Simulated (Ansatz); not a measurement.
**H₂S (triplet): from Hartree-Fock to the top rungs at distance H1–H2 along a hydrogen transfer = 0.745 Å, 6-31G**

How much of the correlation energy of H₂S (triplet) does each wave-function method recover here?

Computed with Ansatz 0.2.0, Gaussian basis. Level: 6-31G, core rule «outside noble gas», up to 5 orbitals frozen.

The runs, in order: UHF; CCSD(T) on ROHF; CCSD(T) on UHF; BCCD(T) on ROHF; CISD; CCSDT(Q) on ROHF; CCSDT(Q) on UHF; CISDTQ; CCSDTQ on ROHF; CCSDTQ on UHF; CASSCF and MRCISD+Q, 4 electrons in 4 orbitals; CASSCF and NEVPT2, 4 electrons in 4 orbitals; CASSCF and MRCISD+Q, 8 electrons in 6 orbitals; CASSCF and NEVPT2, 8 electrons in 6 orbitals; Full CI.

7 further runs of the same task are left out: 7 that didn't finish.

## 1. The geometry

The geometry derives from fragments relaxed apart (PBE0/def2-TZVP) and kept rigid, so it is no stationary point. A hydrogen atom is moved between rigid fragments.

3 atoms, charge 0, spin multiplicity 3.

Atoms are counted from 1 here; the program's logs count them from 0.

Bond lengths: H1–H2 0.745 Å, H2–S3 1.647 Å. Angles: H1–H2–S3 180.0°.

## 2. UHF

in.yaml

```yaml
crystal:
  periodic: [false, false, false]
  atoms:
    - {symbol: H, position_ang: [0.000000, 0.000000, -1.045667]}
    - {symbol: H, position_ang: [0.000000, 0.000000, -0.300667]}
    - {symbol: S, position_ang: [0.000000, 0.000000, 1.346333]}
basis:
  gaussian: {orbitals: 6-31G}
magnetization: {spin_polarized: true, initial_magnetization: 2}
hamiltonian: {xc: hf}
output: {orbitals: {seedname: orbitals}}
```

The run is started by

```
ansatz run in.yaml --threads 1 --pin off --events-out ev --progress --plain --max-ram 2393MiB
```

The runs that follow: CCSD(T) on ROHF; CCSD(T) on UHF; BCCD(T) on ROHF; CISD; CCSDT(Q) on ROHF; CCSDT(Q) on UHF; CISDTQ; CCSDTQ on ROHF; CCSDTQ on UHF; CASSCF and MRCISD+Q, 4 electrons in 4 orbitals; CASSCF and NEVPT2, 4 electrons in 4 orbitals; CASSCF and MRCISD+Q, 8 electrons in 6 orbitals; CASSCF and NEVPT2, 8 electrons in 6 orbitals; Full CI.

Before running them: what should the planned runs give, taken together? Wanted: FCI below the RHF energy; RMP2 from FCI; UMP2 from FCI; RCCSD from FCI; RCCSD(T) from FCI; UCCSD(T) from FCI; RCCSDT(Q) from FCI; UCCSDT(Q) from FCI; NEVPT2 pair from FCI.

The runs gave:

| quantity | value |
| --- | --- |
| FCI below the RHF energy | -1.5179 eV |
| RMP2 from FCI | +396.6 meV |
| UMP2 from FCI | +374.2 meV |
| RCCSD from FCI | +14.4 meV |
| RCCSD(T) from FCI | +3.3 meV |
| UCCSD(T) from FCI | +3.2 meV |
| RCCSDT(Q) from FCI | +0.1 meV |
| UCCSDT(Q) from FCI | 0.0 meV |
| NEVPT2 pair from FCI | +248.3 meV |
| MRCISD+Q pair from FCI | +10.8 meV |
| NEVPT2 valence from FCI | +301.0 meV |
| levels within 1 kcal/mol (43 meV) | CISD, RCCSD, UCCSD, RCCSD(T), UCCSD(T), BCCD(T), RCCSDT, UCCSDT, CISDTQ, RCCSDT(Q), UCCSDT(Q), RCCSDTQ, UCCSDTQ, MRCISD pair, MRCISD+Q pair, MRCISD valence, MRCISD+Q valence |
| T1 diagnostic | 0.019 |
| effectively unpaired electrons | 2.01 |

What this shows: RCCSD(T) lands +3.3 meV from the yardstick (0.2 % of the correlation energy). One determinant dominates. Of the multireference levels listed MRCISD+Q valence comes nearest in total energy (+10.7 meV), which doesn't show that its space is the better one. These misses are within one basis, not against nature; the frozen cores of restricted and unrestricted runs differ, which can shift their rows.
